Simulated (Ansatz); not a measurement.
Mulliken charges of CHN (`C#N`) from r2SCAN/def2-TZVPP in Ansatz (PBE0-D4/def2-TZVP geometry).

```csv
atom,x (Å),y (Å),z (Å),charge (e)
C1,-0.006,-0.024,-0.006,-0.171
N2,0.252,1.061,0.255,-0.039
H3,-0.246,-1.037,-0.250,0.209
```

Problem. By hand: the dipole of these point charges (1 e Å = 4.8032 D).

Solution. Σ q r = (-0.060, -0.254, -0.061) e Å, of length 0.268 e Å = 1.29 D.

Problem. How does the dipole of the full density compare? (Estimate.)

Solution. The calculation gave: (-0.141, -0.595, -0.143) e Å, 3.02 D; the point charges give 0.43 times that, at 0° from its direction.

Point charges leave out the atoms' own dipoles, such as those of lone pairs, and Mulliken's split depends on the basis, so the two needn't agree.
